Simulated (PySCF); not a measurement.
# Basis-set dependence of BCl at PBE0

PySCF, UKS reference; singlet, unpaired electrons none; De to B + Cl without counterpoise correction.

```
              basis     relativity  functions  Re (Å)  ωe (cm⁻¹)  De (eV)  μ (D)
         x2c-SVPall  spin-free X2C         32   1.719        859     5.38   1.78
cc-pVDZ/cc-pV(D+d)Z  no relativity         37   1.734        843     5.27   1.48
        6-311G(d,p)  no relativity         44   1.725        838     5.25   1.30
          def2-TZVP  no relativity         68   1.718        841     5.33   1.64
         def2-TZVPP  no relativity         73   1.718        841     5.33   1.64
        def2-TZVPPD  no relativity         88   1.718        839     5.32   1.60
```

(1) How does each smaller set differ from the one with most functions, def2-TZVPPD?

A positive dipole means B(−)Cl(+). 

Answers

(1) x2c-SVPall: +0.1 pm, +2.4 % in ωe, +0.06 eV in De; cc-pVDZ/cc-pV(D+d)Z: +1.6 pm, +0.5 % in ωe, -0.05 eV in De; 6-311G(d,p): +0.7 pm, -0.1 % in ωe, -0.07 eV in De; def2-TZVP: +0.0 pm, +0.2 % in ωe, +0.01 eV in De; def2-TZVPP: +0.0 pm, +0.2 % in ωe, +0.01 eV in De. All at PBE0; the set with most functions is neither the basis-set limit nor always the best. The rows treat relativity differently, so the differences are not basis effects alone.
